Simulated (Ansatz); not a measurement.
System: SiF₄ (charge 0, singlet). SMILES: F[Si](F)(F)F
Coordinates optimised at B3LYP-D3(BJ)/def2-TZVP (Ansatz, a quantum-chemistry and plane-wave program):
```xyz
5

Si     0.0000     0.0000     0.0000
F      0.9027     0.9354     0.8757
F     -0.8806    -0.8997     0.9336
F     -0.9289     0.8739    -0.9111
F      0.9068    -0.9096    -0.8983
```
Charge 0, spin multiplicity 1.

Parts of the frozen-core correlation energy in STO-3G (Ansatz, hartree). Frozen orbitals: 9; correlated occupied orbitals by spin: 16 and 16; virtual: 4 and 4. No spin-orbit coupling. Non-relativistic.

| term | value |
|---|---|
| reference (HF) | -677.84610 |
| MP2 opposite-spin | -0.06933 |
| MP2 same-spin | … |
| CCSD correlation | … |
| (T) | … |
| FCI minus CCSD(T) | -0.00095 |
| T1 diagnostic | 0.010 |
| largest doubles amplitude | 0.034 |

Question: Complete the blanks.

Answer: 
- MP2 same-spin, value: -0.01679
- CCSD correlation, value: -0.10108
- (T), value: -0.00652
